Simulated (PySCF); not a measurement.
# Which is lower?

The two ends of one reaction step of SiH5SF, closed shell (PBE0-D4/def2-TZVP).

A:

Si1  (-1.056, 0.340, -0.106)
F2  (2.238, -0.854, -1.239)
H3  (-1.653, -0.751, -0.908)
H4  (-2.100, 1.045, 0.677)
H5  (-0.326, 1.300, -0.965)
H6  (1.749, -0.867, -0.440)
S7  (0.313, -0.668, 1.222)
H8  (0.832, 0.461, 1.735)
(Å)

B:

```
8
angstrom
Si -0.4036 0.6440 -1.0990
F 1.1572 0.3681 -0.8449
H -1.0949 -0.6526 -1.2743
H -0.9481 1.3954 0.0543
H -0.5053 1.4568 -2.3356
H 1.2585 -1.3295 1.1537
S 0.1922 -1.3891 1.9661
H 0.5293 -0.2427 2.5759
```

PySCF 2.14 with density fitting (its default auxiliary sets; JK sets also for MP2 and CCSD(T)); basis: def2-TZVPP; cores frozen in the correlated methods. B3LYP uses VWN-RPA correlation.

Q: Which structure is lower at CCSD(T), and by how much? (Judge from chemistry; the value comes from the calculation.)

A: The calculation gives: B, by 0.639 eV (electronic energy, against the other). By their contacts, A is a complex of SiH₄S ([SiH3][SH]) + HF and B is a complex of SiH₃F ([F][SiH3]) + H₂S.

All methods give the same order:

```tsv
method	E(B) − E(A) (eV)
SPW92	-0.389
PBE-D4	-0.433
r2SCAN-D4	-0.583
PBE0-D4	-0.475
B3LYP-D4	-0.634
BHLYP-D4	-0.708
wB97M-V	-0.637
HF	-0.889
MP2	-0.599
CCSD	-0.684
CCSD(T)	-0.639
```

No T1 diagnostic of these runs exceeds 0.011.

Labels in which every atom is bracketed show which atoms are joined, not bond orders.

For scale, one of the runs: CCSD(T)/def2-TZVPP, 185 basis functions, launched by `OMP_NUM_THREADS=4 python run.py`. The run took 6.2 min on 4 CPU threads of an Intel Xeon (shared host), with 1.9 GiB of host memory at its peak.
